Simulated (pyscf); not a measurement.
Thermochemistry of product channels of HO–Sn(Cl)(Cl)–Cl + H atom (H•) on the doublet surface, in kcal/mol, from ωB97M-D3(BJ)/def2-TZVP energies (ideal gas, 1 atm, RRHO with modes under 100 cm⁻¹ raised to 100, one conformer, R ln 2 for chiral ones without a mode under 150 cm⁻¹). PySCF, gas phase, ωB97X-D3(BJ)/def2-SVP geometries.

| products | ΔE | ΔH(298 K) | ΔG(600 K) | ΔG(900 K) |
|---|---|---|---|---|
| water (H₂O) + Cl–Sn•(Cl)–Cl | -37.1 | -32.5 | -36.9 | -38.0 |
| HO–Sn•(Cl)–Cl + hydrogen chloride (HCl) | -22.2 | -19.4 | -25.0 | -27.1 |

These are energies of the channels, which say nothing of barriers. Elements past Kr carry the def2 core potentials, without spin-orbit coupling.
